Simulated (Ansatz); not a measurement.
Results of PBEsol (Ansatz, a program for electronic structure, plane waves, PAW) for rock-salt EuSe.

Numerical settings: plane-wave cutoff 520 eV, 16×16×16 k mesh, Fermi–Dirac smearing 0.05 eV, spin-polarised with parallel moments, scalar-relativistic PAW data made under PBE.

The volume scan:

```csv
V (Å³/atom),E − E_lowest (meV/atom),P (GPa)
25.046,16.93,3.59
25.579,7.25,2.26
26.112,1.75,1.07
26.645,0.00,0.00
27.178,1.63,-0.96
27.711,6.27,-1.82
28.244,13.61,-2.58
```

Question: Estimate the bulk modulus from the pressures at 26.112 and 27.178 Å³/atom, and compare it with a fit to all energies.

Answer: B = −V dP/dV. Between V = 26.112 and 27.178 Å³/atom, dP/dV = (-0.96 − (1.07))/(27.178 − 26.112) = -1.90 GPa per Å³/atom; at the midpoint 26.645 Å³/atom this gives B ≈ 50.7 GPa. The third-order Birch–Murnaghan fit gives V0 = 26.645 Å³/atom, B0 = 50.5 GPa, B′ = 4.5, which lies within 1 % of that estimate.

Measured, for comparison: bulk modulus 52 GPa (room temperature, no zero-point or thermal correction; as tabulated in arXiv:1003.2039). Computed (rounded) less measured: bulk modulus -3 %.

Note: the magnetic order was assumed, not searched for or taken from measurement; the 4f shell is treated without U or exact exchange, so its levels and filling can be wrong; the volume lies 10 % below that of the published cell.

Spin–orbit coupling is not included; it can open a gap where bands touch, and shift volumes and moduli.

The computed numbers hold no vibrational or temperature effects.

The result took very roughly 14 core-minutes.
